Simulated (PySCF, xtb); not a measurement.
dimethylamine cation (C₂H₇N), SMILES CNC (connectivity only; charge and spin as stated), charge +1, multiplicity 2.

Harmonic wavenumbers (cm⁻¹) from GFN2-xTB in xtb at its own minimum, in rising order: 75, 124, 442, 563, 961, 995, 1003, 1010, 1197, 1231, 1296, 1323, 1340, 1354, 1359, 1421, 1443, 2842, 2843, 2893, 2902, 3040, 3043, 3336.

### Question
What does PBE-D3(BJ)/def2-TZVP (PySCF) give at its own minimum? (The exact figures need the calculation; the answer reports its results.)

### Answer
37, 70, 428, 631, 891, 926, 1002, 1051, 1127, 1205, 1316, 1327, 1348, 1373, 1389, 1443, 1490, 2896, 2911, 2932, 2937, 3109, 3112, 3407. Paired by order, the mean absolute difference is 42 cm⁻¹ and the zero-point energies are 54.4 and 54.8 kcal/mol.
